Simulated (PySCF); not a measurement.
CH3, SMILES [CH3], multiplicity 2.

Coordinates come from a TPSSh-D3(BJ)/def2-TZVPD optimisation. The isomer is the one that the SMILES or the coordinates give; other isomers of the formula were not compared.

Two levels are set side by side: PBE/def2-TZVPD (PySCF) and M06-2X/def2-TZVPD (PySCF). Same geometry, gas phase. Differences are taken from unrounded values.

```json
[
 {"quantity": "α-spin orbital gap (eV)", "M06-2X": "8.68", "PBE": "5.37", "PBE minus M06-2X": "-3.31"},
 {"quantity": "β-spin orbital gap (eV)", "M06-2X": "11.92", "PBE": "7.07", "PBE minus M06-2X": "-4.85"},
 {"quantity": "mean polarisability (bohr³)", "M06-2X": "16.1", "PBE": "16.7", "PBE minus M06-2X": "0.6"}
]
```

Loosely held outer electrons make PBE densities more polarisable. Differences between two approximate levels are no errors against the true value.

Rough cost on one machine, each run with all the roots and properties that it gave: M06-2X against PBE about 3 times.
